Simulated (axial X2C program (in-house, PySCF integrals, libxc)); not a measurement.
**Potential curves of LiMg, 2c**

Computed with an in-house relativistic program for diatomic molecules. Two-component (2c) means X2C with spin–orbit coupling and atomic mean-field two-electron Coulomb and Gaunt terms. Basis: Mg dyall-cv3z [9s8p6d3f], Li dyall-cv3z [7s8p2d] (cores contracted in-house); Gaussian nuclei, density fitting, unrestricted open shells. Masses: Mg 23.985 u, Li 7.016 u.

State: Ω = 1/2 (⟨Sz⟩ = 0.50, ⟨Lz⟩ = 0.00 at HF). Energies in eV from the fragments at the same level (Mg + Li). Fits are polynomials in 1 − R0/R over 0.85 to 1.23 times the lowest point R0.

```tsv
R (Å)	HF	CCSD
2.6874	0.1685	
2.8110	0.0909	-0.0946
2.9037	0.0518	-0.1211
2.9963	0.0250	-0.1361
3.0890	0.0075	-0.1426
3.1971	-0.0045	-0.1428
3.3052	-0.0102	-0.1376
3.4442	-0.0117	-0.1266
3.6141	-0.0091	
3.8613	-0.0030
```

Correlated methods: 3 electrons correlated (number of frozen shells: Mg 2 s, 1 p; Li 1 s), 217 virtual spin orbitals or spinors in MP2, 59 natural virtuals in coupled cluster.

One determinant describes the state; a PBE0 search over occupations chose it and may have missed a lower one. De is counted from the lowest determinant-based energies of the atoms at the same level, without counterpoise correction. CCSD ran in a truncated set of natural virtual spinors with an MP2 remainder; without triples it tends to underbind. The determinant is spin-polarised beyond a pure state at some levels (its spin-free form has ⟨S²⟩ too high), which makes Re and μ there less reliable. The T1 diagnostic is large, a sign of multireference character. Coupled cluster ran on the points near the minimum only. MP2 and coupled cluster on one determinant become unreliable at the stretched end.

What are Re, ωe and De at the HF level?

At HF, 2c: Re = 3.419 Å, ωe ≈ 99.9 cm⁻¹, De = 0.01 eV to Mg + Li; Be follows as 0.266 cm⁻¹.

What are Re, ωe and De at the CCSD level?

At CCSD, 2c: Re = 3.144 Å, ωe ≈ 168 cm⁻¹, De = 0.14 eV to Mg + Li; Be follows as 0.314 cm⁻¹.
